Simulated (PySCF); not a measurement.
# OF⁻ at RHF-MP2

Level: RHF-MP2. basis O aug-cc-pVDZ, F aug-cc-pVDZ; no relativity; PySCF 2.14.

For OF⁻, the state is ¹Σ⁺ (singlet), closed shell, the bond length is 149.9 pm and the harmonic wavenumber is 888 cm⁻¹. The force constant is 4.03 mdyn/Å, the rotational constant Be is 0.8637 cm⁻¹ and the anharmonicity ωexe is 5.60 cm⁻¹. The vibration–rotation constant αe is 0.00785 cm⁻¹, the well depth De to O + F⁻ is 0.68 eV and the dissociation energy D0 is 0.62 eV.

Correlated steps freeze 2 core orbitals. Correlated levels converge slowly with the basis: in double zeta they bind strong bonds too weakly, by up to about 1 eV, and carry superposition errors of some tenths. For an ion De counts to the pair picked by the measured ionisation energies or electron affinities, which need not be the lowest pair at this level. Where the molecule has an RHF reference, its open-shell atoms are computed with UHF.
